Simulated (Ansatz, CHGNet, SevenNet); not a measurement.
## Elastic constant C44 of hcp Sc: levels of theory against measurement

Reference value: 28 GPa (measured, temperature not stated, not corrected to a static lattice; as tabulated in Mehl and Papaconstantopoulos (1996), arXiv:mtrl-th/9602003).

```csv
level (code),value (GPa),cell (Å³/atom),difference (%)
CHGNet-r²SCAN,12.7,25.21,-55
SevenNet-0,13.6,24.64,-51
SevenNet-l3i5,37.9,24.72,+35
LDA (Ansatz),34.3,22.53,+22
PBE (Ansatz),29.6,24.65,+5.7
PBEsol (Ansatz),32.2,23.65,+15.0
r²SCAN (Ansatz),23.6,24.92,-15.7
HSE06 (Ansatz),21.2,25.25,-24
```

The reference's temperature isn't stated, so close values are not ranked against it. Off by more than 25 %, or 35 % on the side where a correction would as a rule narrow the miss (bounds picked here): CHGNet-r²SCAN (-55 %), SevenNet-0 (-51 %), SevenNet-l3i5 (+35 %).

The reference isn't brought to a static lattice, while the calculations are for one, so the differences are not the levels' errors alone. A static lattice is as a rule stiffer than a warm one, by over a tenth in soft solids. The crystal itself was run without spin with r²SCAN, HSE06; a magnetic state was not tried in these runs. HSE06: hybrids on metals are sensitive to the k mesh. Each level is taken at its own relaxed cell. Cutoffs and k meshes differ between the levels. Ansatz's density-functional and Hartree–Fock values are scalar-relativistic unless marked +SOC, with PAW data made under PBE.

Machine-learned potentials (CHGNet-r²SCAN, SevenNet-0, SevenNet-l3i5) are trained on DFT data: a solid inside that data is no test of them.

Differences are worked out from the printed values.

Ansatz is a first-principles code.
